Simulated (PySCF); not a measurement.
methylamine (CH5N), SMILES NC.

The structure is a stationary point at B3LYP-D3(BJ)/def2-TZVP.

Method: r2SCAN/def2-TZVPD run with PySCF.

```json
{
 "total_energy": "-95.83385 hartree",
 "point_group": "Cs",
 "highest_occupied_level": "-5.65 eV",
 "lowest_empty_level": "0.59 eV",
 "orbital_gap": "6.24 eV",
 "dipole_moment": "1.27 D",
 "quadrupole, principal values (traceless, Buckingham form, about the centre of nuclear charge)": "-4.27, 2.12, 2.16 D·Å",
 "mean_static_polarisability": "26.0 bohr³ (3.85 Å³)",
 "polarisability_principal_values": "24.3, 24.8, 28.9 bohr³"
}
```
